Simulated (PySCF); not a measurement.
## TDDFT excited states: CH2O

Compound: formaldehyde, CH2O.
InChI=1S/CH2O/c1-2/h1H2

Theory: TDDFT wB97X-D/def2-SVPD, vertical, gas phase, core orbitals frozen in the response (PySCF). Isolated species at its GFN2-xTB geometry, gas phase.

Task: What does the calculation give for the low-lying excited states?

Result: 

```tsv
state	E (eV)	λ (nm)	ν̃ (cm⁻¹)	f	symmetry	main configurations (H = HOMO, L = LUMO)
S1	4.09	303.0	33000	0.0000	–	H→L (99%)
S2	7.71	160.7	62230	0.029	B1 or B2	H→L+1 (97%)
S3	9.20	134.7	74220	0.069	B1 or B2	H→L+3 (92%)
S4	9.26	133.8	74720	0.116	A1	H→L+2 (99%)
S5	9.37	132.4	75540	0.0003	–	H-2→L (99%)
S6	9.80	126.5	79060	0.0000	–	H→L+4 (99%)
S7	9.85	125.9	79410	0.104	A1	H-1→L (83%), H→L+7 (12%)
S8	10.38	119.4	83720	0.0000	–	H-3→L (99%)
```

Triplets, Tamm–Dancoff:

```
state  E (eV)  λ (nm)  main configurations (H = HOMO, L = LUMO)
   T1    3.48   356.1                                 H→L (99%)
   T2    6.22   199.4                               H-1→L (98%)
   T3    7.56   163.9                               H→L+1 (96%)
```

The lowest singlet comes at 303 nm (395 kJ/mol) in the ultraviolet; it is dark (f under 0.0005); its leading configuration is HOMO→LUMO (99%). The strongest level in the table is S4 at 9.26 eV (134 nm, f = 0.116). S1 has the pattern of n→π* at C=O. The oscillator strengths of these states sum to 0.318; summed over the whole spectrum of an exact calculation they would give the number of electrons, 16 (Thomas–Reiche–Kuhn). The listed states span 6.29 eV, and the widest gap between neighbours is 3.62 eV (S1 to S2). Weighted by f, the mean energy of these states is 9.30 eV. Symmetry labels in C2v follow from the direction of the transition dipole and are given only for states with f of 0.002 or more; B1 and B2 swap with the choice of axes. Only the lowest 8 singlets were computed, as vertical energies without vibronic structure.

Time: 2.5 s of wall time. Hardware: one thread, x86-64 server, on a shared host.
